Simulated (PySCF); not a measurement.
## Worked example for hydrazine: proton affinity at atom N1

Structure: `NN` (H4N2). Non-hydrogen atoms are numbered in `[NH2:1][NH2:2]`.

Level of theory: B3LYP-D3(BJ)/def2-TZVP single points in PySCF, grid level 2; every species was optimised with PBE0-D3(BJ)/def2-SVP. Thermal corrections: PBE0-D3(BJ)/def2-SVP frequencies, unscaled, ideal gas at 298.15 K and 1 bar, quasi-RRHO entropy.

Step: `N[NH3+]` → `NN` + H⁺.

```csv
species,charge,multiplicity,E / Eh
N[NH3+],1,1,-112.264203
NN,0,1,-111.921387
```

Thermal terms, products less reactant: Δ(H − E) = -32.32 kJ/mol, Δ(G − E) = -61.87 kJ/mol (the bare proton has no electronic energy, H = 5/2 RT). 1 Eh = 2625.50 kJ/mol.

Question: What are ΔE, ΔH and ΔG of this step?

Answer: ΔE = 0.342816 Eh = 900.06 kJ/mol; ΔH = 867.7 kJ/mol; ΔG = 838.2 kJ/mol, all in the gas phase at 298.15 K and 1 bar. The digits show the arithmetic; the method itself can be off by 10 kJ/mol or more.
